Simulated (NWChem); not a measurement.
Program: NWChem. System: chloroform (CHCl₃), charge 0, spin multiplicity 1, at a geometry optimised with B3LYP/def2-SVP. Level: PBE/6-31G* (spherical d).

Input file:

```
start mol
memory heap 200 mb stack 900 mb global 1100 mb
geometry units angstroms nocenter noautoz
  Cl     0.851745    -0.066279     1.472644
  C     -0.009249     0.452824     0.000000
  Cl     0.851745    -0.066279    -1.472644
  Cl    -1.698374    -0.118208     0.000000
  H     -0.031481     1.546068     0.000000
  symmetry group Cs
end
basis spherical
  * library 6-31g*
end
dft
  xc xpbe96 cpbe96
  semidirect memsize 60000000 filesize 0
  iterations 100
end
property
  dipole
  response 1 0.0773
end
task dft property
```

NWChem printed:

```
             Northwest Computational Chemistry Package (NWChem) 7.3.0
             --------------------------------------------------------

                                NWChem Input Module
                                -------------------

 Scaling coordinates for geometry "geometry" by  1.889725989
 (inverse scale =  0.529177249)

 Turning off AUTOSYM since
 SYMMETRY directive was detected!

                             Geometry "geometry" -> ""
                             -------------------------

 Output coordinates in angstroms (scale by  1.889725989 to convert to a.u.)

  No.       Tag          Charge          X              Y              Z
 ---- ---------------- ---------- -------------- -------------- --------------
    1 Cl                  17.0000     0.85174500    -0.06627900     1.47264400
    2 C                    6.0000    -0.00924900     0.45282400     0.00000000
    3 Cl                  17.0000     0.85174500    -0.06627900    -1.47264400
    4 Cl                  17.0000    -1.69837400    -0.11820800     0.00000000
    5 H                    1.0000    -0.03148100     1.54606800     0.00000000

 Effective nuclear repulsion energy (a.u.)     260.9493310145

            Nuclear Dipole moment (a.u.)
            ----------------------------
        X                 Y               Z
 ---------------- ---------------- ----------------
    -0.0000056692    -0.0000188973     0.0000000000

      Symmetry information
      --------------------

 Group name             Cs
 Group number              2
 Group order               2
 No. of unique centers     4

      Symmetry unique atoms

     1    2    4    5


 Summary of "ao basis" -> "" (spherical)
 ------------------------------------------------------------------------------
       Tag                 Description            Shells   Functions and Types
 ---------------- ------------------------------  ------  ---------------------
 *                           6-31g*                   on all atoms

  pbe96 is a nonlocal functional; adding pw91lda local functional.
                              NWChem Property Module
                              ----------------------

                                 NWChem DFT Module
                                 -----------------

 Summary of "ao basis" -> "ao basis" (spherical)
 ------------------------------------------------------------------------------
       Tag                 Description            Shells   Functions and Types
 ---------------- ------------------------------  ------  ---------------------
 Cl                          6-31g*                  8       18   4s3p1d
 C                           6-31g*                  6       14   3s2p1d
 H                           6-31g*                  2        2   2s

 Summary of "ao basis" -> "ao basis" (spherical)
 ------------------------------------------------------------------------------
       Tag                 Description            Shells   Functions and Types
 ---------------- ------------------------------  ------  ---------------------
 Cl                          6-31g*                  8       18   4s3p1d
 C                           6-31g*                  6       14   3s2p1d
 H                           6-31g*                  2        2   2s

            General Information
            -------------------
          SCF calculation type: DFT
          Wavefunction type:  closed shell.
          No. of atoms     :     5
          No. of electrons :    58
           Alpha electrons :    29
            Beta electrons :    29
          Charge           :     0
          Spin multiplicity:     1
          Use of symmetry is: off; symmetry adaption is: off
          Maximum number of iterations: 100
          AO basis - number of functions:    70
                     number of shells:    32
          Convergence on energy requested:  1.00D-06
          Convergence on density requested:  1.00D-05
          Convergence on gradient requested:  5.00D-04

              XC Information
              --------------
          PerdewBurkeErnzerhof Exchange Functional  1.000
            Perdew 1991 LDA Correlation Functional  1.000 local
           PerdewBurkeErnz. Correlation Functional  1.000 non-local

             Grid Information
             ----------------
          Grid used for XC integration:  medium
          Radial quadrature: Mura-Knowles
          Angular quadrature: Lebedev.
          Tag              B.-S. Rad. Rad. Pts. Rad. Cut. Ang. Pts.
          ---              ---------- --------- --------- ---------
          Cl                  1.00       88           9.0       590
          C                   0.70       49           7.0       434
          H                   0.35       45           8.0       434
          Grid pruning is: on
          Number of quadrature shells:   358
          Spatial weights used:  Erf1

          Convergence Information
          -----------------------
          Convergence aids based upon iterative change in
          total energy or number of iterations.
          Levelshifting, if invoked, occurs when the
          HOMO/LUMO gap drops below (HL_TOL):  1.00D-02
          DIIS, if invoked, will attempt to extrapolate
          using up to (NFOCK): 10 stored Fock matrices.

                    Damping( 0%)  Levelshifting(0.5)       DIIS
                  --------------- ------------------- ---------------
          dE  on:    start            ASAP                start
          dE off:    2 iters        100 iters           100 iters

      Screening Tolerance Information
      -------------------------------
[...]
               write      read    awrite     aread      wait
               -----      ----    ------     -----      ----
     calls:        1         0         0         0         0
   data(b): 5.24e+05  0.00e+00  0.00e+00  0.00e+00
   time(s): 0.00e+00  0.00e+00  0.00e+00  0.00e+00  0.00e+00
rate(mb/s): 0.00e+00  0.00e+00
------------------------------------------------------------

   convergence    iter        energy       DeltaE   RMS-Dens  Diis-err    time
 ---------------- ----- ----------------- --------- --------- ---------  ------
 d= 0,ls=0.0,diis     1  -1418.4502444874 -1.68D+03  3.20D-02  1.34D+00     0.9
 d= 0,ls=0.0,diis     2  -1417.7502825308  7.00D-01  2.24D-02  7.34D+00     1.1
 d= 0,ls=0.0,diis     3  -1418.6160344454 -8.66D-01  1.67D-03  2.98D-03     1.3
 d= 0,ls=0.0,diis     4  -1418.6163765509 -3.42D-04  6.53D-04  1.32D-03     1.5
 d= 0,ls=0.0,diis     5  -1418.6165744208 -1.98D-04  6.25D-05  2.10D-05     1.7
  Resetting Diis
 d= 0,ls=0.0,diis     6  -1418.6165773264 -2.91D-06  1.28D-05  9.15D-07     1.9
 d= 0,ls=0.0,diis     7  -1418.6165774411 -1.15D-07  6.52D-06  4.79D-08     2.1

         Total DFT energy =    -1418.616577441094
      One electron energy =    -2477.445718883716
           Coulomb energy =      887.799137151212
    Exchange-Corr. energy =      -89.919326723100
 Nuclear repulsion energy =      260.949331014511

 Numeric. integr. density =       57.999999341210

     Total iterative time =      1.9s

                       DFT Final Molecular Orbital Analysis
                       ------------------------------------

 Vector   27  Occ=2.000000D+00  E=-2.910912D-01
              MO Center=  5.1D-01, -3.5D-02,  1.1D-01, r^2= 3.8D+00
   Bfn.  Coefficient  Atom+Function         Bfn.  Coefficient  Atom+Function
  ----- ------------  ---------------      ----- ------------  ---------------
     8      0.420516  1 Cl py                40     -0.368858  3 Cl py
     9      0.316450  1 Cl pz                41      0.309817  3 Cl pz
    59      0.261608  4 Cl pz                12      0.226077  1 Cl py
    44     -0.198319  3 Cl py                13      0.167663  1 Cl pz
     4     -0.164611  1 Cl py                45      0.164013  3 Cl pz

 Vector   28  Occ=2.000000D+00  E=-2.874542D-01
              MO Center=  2.2D-04,  4.9D-02,  3.3D-04, r^2= 3.8D+00
   Bfn.  Coefficient  Atom+Function         Bfn.  Coefficient  Atom+Function
  ----- ------------  ---------------      ----- ------------  ---------------
     8      0.404598  1 Cl py                40      0.404443  3 Cl py
    58      0.404623  4 Cl py                12      0.221824  1 Cl py
    44      0.221740  3 Cl py                62      0.221556  4 Cl py
    70     -0.216691  5 H  s                 22     -0.179147  2 C  py
    69     -0.177675  5 H  s                  4     -0.157519  1 Cl py

 Vector   29  Occ=2.000000D+00  E=-2.731623D-01
              MO Center=  1.9D-03, -7.9D-02,  6.1D-05, r^2= 4.1D+00
   Bfn.  Coefficient  Atom+Function         Bfn.  Coefficient  Atom+Function
  ----- ------------  ---------------      ----- ------------  ---------------
    59      0.456180  4 Cl pz                 7      0.395069  1 Cl px
    39     -0.395042  3 Cl px                63      0.239567  4 Cl pz
     9     -0.228160  1 Cl pz                41     -0.228155  3 Cl pz
    11      0.207480  1 Cl px                43     -0.207465  3 Cl px
    55     -0.176407  4 Cl pz                 3     -0.152776  1 Cl px

 Vector   30  Occ=0.000000D+00  E=-7.788496D-02
              MO Center=  7.0D-04, -2.4D-02, -1.5D-05, r^2= 3.8D+00
   Bfn.  Coefficient  Atom+Function         Bfn.  Coefficient  Atom+Function
  ----- ------------  ---------------      ----- ------------  ---------------
    24      1.381532  2 C  s                 61     -0.458661  4 Cl px
    13      0.398549  1 Cl pz                45     -0.398557  3 Cl pz
    26     -0.374335  2 C  py                57     -0.338588  4 Cl px
    10     -0.323705  1 Cl s                 42     -0.323716  3 Cl s
    60     -0.323641  4 Cl s                 20      0.301787  2 C  s

 Vector   31  Occ=0.000000D+00  E=-2.839546D-02
              MO Center=  3.7D-01,  1.5D-01, -1.4D-02, r^2= 3.3D+00
   Bfn.  Coefficient  Atom+Function         Bfn.  Coefficient  Atom+Function
  ----- ------------  ---------------      ----- ------------  ---------------
    27      0.979541  2 C  pz                23      0.568945  2 C  pz
    42      0.504369  3 Cl s                 10     -0.493629  1 Cl s
    45      0.454332  3 Cl pz                13      0.440974  1 Cl pz
    11      0.362307  1 Cl px                43     -0.363668  3 Cl px
    41      0.240668  3 Cl pz                 9      0.232952  1 Cl pz

 Vector   32  Occ=0.000000D+00  E=-2.838113D-02
              MO Center= -3.7D-01,  1.4D-01,  1.4D-02, r^2= 3.3D+00
   Bfn.  Coefficient  Atom+Function         Bfn.  Coefficient  Atom+Function
  ----- ------------  ---------------      ----- ------------  ---------------
    25      0.979402  2 C  px                61      0.649057  4 Cl px
    60      0.576368  4 Cl s                 21      0.568827  2 C  px
    13      0.366600  1 Cl pz                57      0.352771  4 Cl px
    45     -0.349896  3 Cl pz                10     -0.297357  1 Cl s
    62      0.282913  4 Cl py                42     -0.278737  3 Cl s

 center of mass
 --------------
 x =   0.00057991 y =  -0.02847777 z =   0.00000000

 moments of inertia (a.u.)
 ------------------
         561.768473290406         -10.618382059242           0.000000000000
         -10.618382059242        1083.028629756298           0.000000000000
           0.000000000000           0.000000000000         561.532486748514

     Multipole analysis of the density
     ---------------------------------

     L   x y z        total         alpha         beta         nuclear
     -   - - -        -----         -----         ----         -------
     0   0 0 0     -0.000000    -29.000000    -29.000000     58.000000

     1   1 0 0     -0.010011     -0.005003     -0.005003     -0.000006
     1   0 1 0      0.486519      0.243269      0.243269     -0.000019
     1   0 0 1      0.000025      0.000013      0.000013      0.000000

     2   2 0 0    -32.817446   -148.008748   -148.008748    263.200049
     2   1 1 0     -0.035502     -2.552756     -2.552756      5.070010
     2   1 0 1      0.000043      0.000022      0.000022      0.000000
     2   0 2 0    -31.074008    -22.692570    -22.692570     14.311132
     2   0 1 1     -0.000006     -0.000003     -0.000003      0.000000
     2   0 0 2    -32.818497   -148.065697   -148.065697    263.312898

 *** CALLING NEW AORESP DRIVER FOR CLOSED AND OPEN SHELLS ***
 Entering AOResponse driver routine

--------------------------------------------------------------------------------

          ****************
          *** RESPONSE ***
          ****************

 Response module for NWChem and dynamic CPKS solver

          -----------------------------------------------
          Solving response equations for perturbing field
          -----------------------------------------------

 number of frequencies:     1
 frequency in a.u.:  0.7730000E-01
 Perturbing field: electric
 Using El. Dipole Length Gauge

 Setting up CPKS with frequency omega =      0.07730000 a.u.

                            NWChem Dynamic CPHF Module
                            --------------------------

    scftype = RHF
    nclosed =   29
      nopen =    0
  variables =     2378
  num. vecs =        3
  tolerance =   1.0D-04
  max. iter =   50

  int2e_file: Failed to allocate cache ... halving
 SCF residual:    3.2246917364968977E-004

Iterative solution of linear equations
  No. of variables     2378
  No. of equations        3
  Maximum subspace       30
       Convergence  1.0D-04

 ga_lkain filestub:cphf_sol
 ga_lkain filesoln:./mol.cphf_sol

   iter   nsub   residual    time
   ----  ------  --------  ---------
     1      3    5.36D+00       4.0
     2      6    2.09D+00       5.0
     3      9    5.51D-01       6.0
     4     12    2.85D-02       7.0
     5     15    5.46D-03       8.1
     6     18    1.20D-03       9.1
     7     21    2.00D-04      10.1
     8     24    1.92D-05      11.1

 Electric Dipole Response Matrix (nonzero elements):

              1        2        3
    1   49.1889   0.4568  -0.0000
    2    0.4568  26.7657   0.0000
    3   -0.0000   0.0000  49.1996

 ------------------------------------------
 average:        41.71806 + I       0.00000

 DFT Linear Response polarizability / au
 Frequency  =       0.0773000 / au
 Wavelength =     589.4353558 / nm
              X              Y              Z
 -----------------------------------------------
 X      49.1888662      0.4567773     -0.0000063
 Y       0.4567773     26.7657006      0.0000035
 Z      -0.0000063      0.0000035     49.1996174
 -----------------------------------------------
 Eigenvalues =      49.1981672     26.7563995     49.1996174
 Isotropic   =      41.7180614
 Anisotropic =      22.4424928
 -----------------------------------------------

 Magnetic Dipole Response Matrix (nonzero elements):
 Optical rotation tensor Beta

              1        2        3
    1   -0.0001  -0.0000 -17.5927
    2    0.0000   0.0000  -0.3583
    3   17.5937   0.3598   0.0001

 ------------------------------------------
 average:         0.00000 + I       0.00000

 Exiting AOResponse driver routine

          -------------
          Dipole Moment
          -------------

 Center of charge (in au) is the expansion point
         X =      -0.0000001 Y =      -0.0000003 Z =       0.0000000

   Dipole moment        0.4866220373 A.U.
             DMX       -0.0100111926 DMXEFC        0.0000000000
             DMY        0.4865190464 DMYEFC        0.0000000000
             DMZ        0.0000254809 DMZEFC        0.0000000000
   -EFC- dipole         0.0000000000 A.U.
   Total dipole         0.4866220373 A.U.

   Dipole moment        1.2368791935 Debye(s)
             DMX       -0.0254461059 DMXEFC        0.0000000000
             DMY        1.2366174149 DMYEFC        0.0000000000
             DMZ        0.0000647664 DMZEFC        0.0000000000
   -EFC- dipole         0.0000000000 DEBYE(S)
   Total dipole         1.2368791935 DEBYE(S)

 1 a.u. = 2.541766 Debyes

 Task  times  cpu:       11.1s     wall:       11.1s

 Total times  cpu:       11.1s     wall:       11.1s
```
